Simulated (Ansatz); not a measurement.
Species, as SMILES: [PH2] (PH2), doublet.
Atoms: P1, H2, H3. Bonds: P1-H2, P1-H3.

Basis-set convergence of the optimised P1-H2 bond length at PBE0 with Ansatz (a program for electronic structure). Cartesian d functions, on some or all atoms, in 6-31G*, 6-31G**, 6-311G**; all else is spherical. The program fits the integrals of some runs and decomposes those of others, by size. Open shells are unrestricted. No added dispersion term, no relativity. Reference: the value in pcseg-4, 1.4225 Å, itself unsure by roughly 0.0002 Å (its mean distance from aug-pcseg-3, aug-cc-pV(Q+d)Z, cc-pV(5+d)Z). Deviations are taken from unrounded values.

```
basis        functions
-----------  ---------
STO-3G              11
3-21G               17
6-31G               17
def2-SV(P)          22
6-31G*              23
def2-SVP            28
6-31G**             29
6-311G**            39
def2-SVPD           40
def2-TZVP           49
def2-TZVPD          61
def2-TZVPP          70
def2-TZVPPD         82
def2-QZVPP         130
def2-QZVPPD        142
```

Which is the smallest set listed that can be trusted to 0.003 Å here, that is, within that of the reference together with its larger relatives (same family, alike in diffuse functions; a set with none to test it counts only in the reference's own line)?

The smallest set listed that lies within 0.003 Å of the reference with all its larger relatives (same family, alike in diffuse functions; a set with none counts only in the reference's own line) is def2-TZVP (49 functions, 0.0014 Å off). Value minus reference: STO-3G -0.0084, 3-21G 0.0314, 6-31G 0.0358, def2-SV(P) 0.0133, 6-31G* 0.0048, def2-SVP 0.0104, 6-31G** 0.0049, 6-311G** 0.0056, def2-SVPD 0.0097, def2-TZVP 0.0014, def2-TZVPD 0.0013, def2-TZVPP 0.0012, def2-TZVPPD 0.0009, def2-QZVPP 0.0002, def2-QZVPPD 0.0002 Å.
